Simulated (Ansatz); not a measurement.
# BSiH3 (singlet): from Hartree-Fock to the top rungs, cc-pVDZ

The task here is to estimate one member of a computed series from the others.

Method: cc-pVDZ, core rule «outside noble gas», up to 6 orbitals frozen; program: Ansatz 0.2.0, Gaussian basis.

To be run: UHF; CCSD(T) on RHF; CCSD(T) on UHF; BCCD(T) on RHF; CISD; CCSDT(Q) on RHF; CCSDT(Q) on UHF.

23 further runs of the same task are left out: 3 for a known fault of the program, 7 that didn't finish, 13 set aside as unsound or not needed.

## The geometry

The geometry is a PBE0/def2-TZVP stationary point (not a proven minimum) of the parent state, kept for this charge and spin.

5 atoms, charge 0, spin multiplicity 1.

Atoms are counted from 1 here; the program's logs count them from 0.

Bond lengths: Si1–B2 1.937 Å, Si1–H3 1.498 Å, B2–H4 1.198 Å, B2–H5 1.192 Å. Angles: B2–Si1–H3 122.8°, Si1–B2–H4 117.0°, Si1–B2–H5 121.4°, H4–B2–H5 121.6°.

The first run:

File in.yaml:

```yaml
crystal:
  periodic: [false, false, false]
  atoms:
    - {symbol: Si, position_ang: [0.000000, -0.085926, 0.595821]}
    - {symbol: B, position_ang: [0.000000, 0.089951, -1.333031]}
    - {symbol: H, position_ang: [0.000000, 1.095005, 1.517690]}
    - {symbol: H, position_ang: [0.000000, 1.201588, -1.778382]}
    - {symbol: H, position_ang: [0.000000, -0.867120, -2.043536]}
basis:
  gaussian: {orbitals: cc-pVDZ}
magnetization: {spin_polarized: true, initial_magnetization: 0}
hamiltonian: {xc: hf}
output: {orbitals: {seedname: orbitals}}
```

Run with:

```console
> ansatz run in.yaml --threads 1 --pin off --events-out ev --progress --plain --max-ram 2393MiB
```

Among the steps run: UHF; CCSD(T) on RHF; CCSD(T) on UHF; BCCD(T) on RHF; CISD; CCSDT(Q) on RHF; CCSDT(Q) on UHF.

One of the session's tables, all rows but one given; the rest of the session is left out.

It belongs to the step «Misses and costs». 

| method | from RCCSDT(Q) (kJ/mol) |
| --- | --- |
| RHF | +569.0 |
| UHF | +468.5 |
| RMP2 | +148.7 |
| UMP2 | +68.3 |
| CISD | +77.9 |
| RCCSD | +30.9 |
| UCCSD | ? |
| RCCSD(T) | +16.0 |
| UCCSD(T) | -57.4 |
| BCCD(T) | +16.0 |
| RCCSDT | +2.8 |
| UCCSDT | -78.6 |
| RCCSDT(Q) | 0 |
| UCCSDT(Q) | -85.4 |

Estimate the missing values for UCCSD.

The run gave: from RCCSDT(Q) (kJ/mol): -38.5. In the column «from RCCSDT(Q) (kJ/mol)» it lies between UCCSD(T) (-57.4) and RCCSDT(Q) (0).

The program flags UCCSD(T), RCCSDT(Q), UCCSDT(Q) as in doubt (see the logs), so the zero of the table is itself unsure.

To keep in mind: The determinant is far from a pure spin state, so its energy mixes those of several spin states (harmless only where they are near-degenerate, as at dissociation). The report flags that the cluster equations may have other roots. The program flags UCCSD(T), RCCSDT(Q), UCCSDT(Q) as in doubt, so the zero of the table is itself unsure. Warnings: restricted reference is unstable; spin contamination. Restricted and unrestricted rows rest on different reference determinants; where their highest levels disagree by more than a few hundredths of an eV, they describe different states and don't form one ladder.
